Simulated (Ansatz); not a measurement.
How far each method lies from UCCSDT(Q) for [NH2···H···OH], doublet

Geometry: a point of a hydrogen-transfer path between rigid fragments, not a stationary point.

```xyz
6

N    -1.1815    0.0111   -0.0261
H    -1.4788    0.9789   -0.0261
H    -1.4788   -0.3912    0.8542
H    -0.0345    0.0111   -0.0261
O     1.1355    0.0111   -0.0261
H     1.3873   -0.9289   -0.0261
```

Basis cc-pVDZ; Ansatz 0.2.0. Only valence electrons are correlated (noble-gas cores frozen), which leaves 15 electrons in 46 orbitals. R marks a restricted (for open shells ROHF) determinant, U an unrestricted one.

Full CI isn't at hand for all of this; UCCSDT(Q) serves as the reference, and is uncertain by about the last step of the cluster series. The frozen core follows each run's orbitals, which can shift R against U totals by a few meV.

HF rows are the lowest solutions found. Coupled cluster chose its determinant by trial CCSD, here up to 0.04 eV above the lowest Hartree–Fock solution of its kind, and MP2 stands on that determinant too.

```
UHF ⟨S²⟩                          : 0.791
T1 diagnostic (RCCSD)             : 0.0228
largest doubles amplitude (RCCSD) : 0.041
T1 diagnostic (UCCSD)             : 0.0274
```

Problem. From what is known of these methods and the diagnostics, rank them by the size of their error in total energy against UCCSDT(Q) in cc-pVDZ, smallest first (an estimate: the text doesn't fix the numbers).
A. RHF
B. UMP2
C. RMP2
D. RCCSDT
E. BCCD(T)

Solution. D (30 meV), E (45 meV), C (808 meV), B (1066 meV), A (11431 meV).

All errors are against UCCSDT(Q) in cc-pVDZ. Within each family the higher level lies nearer, as is usual though not guaranteed.
